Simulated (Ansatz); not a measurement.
Geometry optimisation, UKS PBE0-D4/6-31G* in Ansatz.

The input (input.yaml):

```yaml
crystal:
  periodic: [false, false, false]
  atoms:
    - { symbol: Si, position_ang: [-0.73976, 1.38406, -1.11991] }
    - { symbol: C, position_ang: [-0.08494, -0.10198, -0.48594] }
    - { symbol: Si, position_ang: [0.59698, -1.11557, 0.88944] }
    - { symbol: H, position_ang: [-2.16054, 1.71349, -1.2414] }
    - { symbol: H, position_ang: [0.01274, 2.43029, -1.81615] }
    - { symbol: H, position_ang: [0.66049, -0.27374, 2.09383] }
    - { symbol: H, position_ang: [-0.32353, -2.23371, 1.14898] }
    - { symbol: H, position_ang: [1.94071, -1.68214, 0.6686] }
magnetization:
  spin_polarized: true
  initial_magnetization: 1
basis:
  gaussian: { orbitals: "6-31G*" }
hamiltonian:
  xc: pbe0
  dispersion: d4
relax:
  f_tol: 0.015
  max_steps: 40
```

Command:

```bash
$ ansatz run input.yaml --threads 1 --pin off --max-ram 2048MiB --backend cpu --events-out ev --progress --plain --runs-dir out
```

Task: Where does it end, and by what steps?

Result: The forces met the threshold. After 6 steps the energy has fallen by 0.233 eV; C2 moved furthest, 0.48 Å.

| step | energy less start (eV) | largest force component (eV/Å) | accepted |
| --- | --- | --- | --- |
| 0 | 0.0000 | 1.285 | yes |
| 1 | -0.1213 | 0.666 | yes |
| 2 | -0.1759 | 0.355 | yes |
| 3 | -0.1915 | 0.765 | yes |
| 4 | -0.2308 | 0.212 | yes |
| 5 | -0.2319 | 0.183 | yes |
| 6 | -0.2330 | 0.007 | yes |

```xyz
8
Properties=species:S:1:pos:R:3
Si -0.747 1.387 -1.178
C -0.103 0.226 -0.134
Si 0.569 -1.058 0.963
H -2.206 1.557 -1.390
H 0.096 2.331 -1.952
H 0.812 -0.542 2.342
H -0.382 -2.204 1.059
H 1.863 -1.575 0.428
```

Time of the run: 27 s on 1 thread of Arm Neoverse V2, on a shared host, peak memory 0.24 GiB.
